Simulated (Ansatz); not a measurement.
BH3F− (SMILES [H][B-]([H])([H])F): methods side by side

BH3F− has 5 atoms, charge -1, and is taken as a singlet. SMILES: `[H][B-]([H])([H])F`. The coordinates come from a GFN2-xTB relaxation.

```jsonl
{"atom": "B", "x (Å)": "-0.0003", "y (Å)": "0.0004", "z (Å)": "-0.0571"}
{"atom": "F", "x (Å)": "0.0125", "y (Å)": "-0.0209", "z (Å)": "1.3892"}
{"atom": "H", "x (Å)": "1.1601", "y (Å)": "0.0117", "z (Å)": "-0.4543"}
{"atom": "H", "x (Å)": "-0.5906", "y (Å)": "1.0127", "z (Å)": "-0.4241"}
{"atom": "H", "x (Å)": "-0.5817", "y (Å)": "-1.0038", "z (Å)": "-0.4537"}
```

Quantity: the energy change with the B1–H5 bond stretched from 1.226 to 1.839 Å, in eV. The values are calculated.

```json
{"level": "PBE/STO-3G (restricted)", "kind": "GGA", "program": "Ansatz", "value (eV)": "1.87", "less FCI/STO-3G": "-0.31", "CPU time (all runs)": "1.4 s"}
{"level": "r2SCAN/STO-3G (restricted)", "kind": "meta-GGA", "program": "Ansatz", "value (eV)": "2.05", "less FCI/STO-3G": "-0.13", "CPU time (all runs)": "3.2 s"}
{"level": "r2SCAN0/STO-3G (restricted)", "kind": "hybrid meta-GGA", "program": "Ansatz", "value (eV)": "2.31", "less FCI/STO-3G": "+0.13", "CPU time (all runs)": "3.2 s"}
{"level": "HSE06/STO-3G (restricted)", "kind": "range-separated hybrid", "program": "Ansatz", "value (eV)": "2.21", "less FCI/STO-3G": "+0.03", "CPU time (all runs)": "1.8 s"}
{"level": "wB97X/STO-3G (restricted)", "kind": "range-separated hybrid", "program": "Ansatz", "value (eV)": "2.26", "less FCI/STO-3G": "+0.08", "CPU time (all runs)": "6.3 s"}
{"level": "RPA@PBE/STO-3G (restricted)", "kind": "RPA", "program": "Ansatz", "value (eV)": "2.00", "less FCI/STO-3G": "-0.18", "CPU time (all runs)": "2 s"}
{"level": "MP2/STO-3G (restricted)", "kind": "perturbation theory", "program": "Ansatz", "value (eV)": "2.41", "less FCI/STO-3G": "+0.23", "CPU time (all runs)": "0.12 s"}
{"level": "CCSD/STO-3G (restricted)", "kind": "coupled cluster or CI", "program": "Ansatz", "value (eV)": "2.21", "less FCI/STO-3G": "+0.03", "CPU time (all runs)": "0.18 s"}
{"level": "FCI/STO-3G", "kind": "exact in the basis", "program": "Ansatz", "value (eV)": "2.18", "less FCI/STO-3G": "0.00", "CPU time (all runs)": "0.94 s"}
```

FCI/STO-3G is exact within its basis and frozen core, so for wave-function methods in that basis the difference is their error; functionals converge differently with the basis, so for them it is only a difference. Sets without diffuse functions describe the anion poorly. The first shape isn't each level's own minimum. The values span 1.87 to 2.41 eV. All rows use very small basis sets, so none should be taken for the real molecule's value. In so small a basis fixed costs decide the times, and correlated methods can beat functionals. CPU times are rough (shared hosts, several kinds of processor and program).
